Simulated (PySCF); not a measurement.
Gas-phase reaction: 2 Al + 6 H ⇌ Al2H6

Computed with PySCF and rigid-rotor harmonic-oscillator thermochemistry at 1 bar. † marks an energy on the PBE0/def2-TZVP geometry and frequencies; other levels use their own. MP2 freezes the core. 6-31G* has spherical d functions here. Open shells (unrestricted): Al (multiplicity 2), H (multiplicity 2); the rest are closed-shell singlets. Spin-orbit splitting is ignored; it lowers the true energy and changes the entropy of Al. B3LYP is the form with VWN-RPA correlation. Al2H6: computed as isolated molecules; such fragments, hydroxides, amides, oligomers or adducts are transient or little studied in the gas. MP2 isn't extrapolated to the basis-set limit.

```json
[
 {"level": "B3LYP/6-31G*", "ΔH°(298 K), kJ": "…"},
 {"level": "B3LYP/def2-TZVP†", "ΔH°(298 K), kJ": "…"},
 {"level": "HF/def2-TZVP†", "ΔH°(298 K), kJ": "-1443"},
 {"level": "MP2/def2-SVP†", "ΔH°(298 K), kJ": "-1727"},
 {"level": "PBE/def2-SVP", "ΔH°(298 K), kJ": "…"},
 {"level": "PBE0/def2-SVP†", "ΔH°(298 K), kJ": "-1798"},
 {"level": "ωB97X-V/def2-TZVP†", "ΔH°(298 K), kJ": "-1874"}
]
```

Problem. Fill in the missing entries.

Solution. 
- B3LYP/6-31G*, ΔH°(298 K), kJ: -1818
- B3LYP/def2-TZVP†, ΔH°(298 K), kJ: -1836
- PBE/def2-SVP, ΔH°(298 K), kJ: -1789
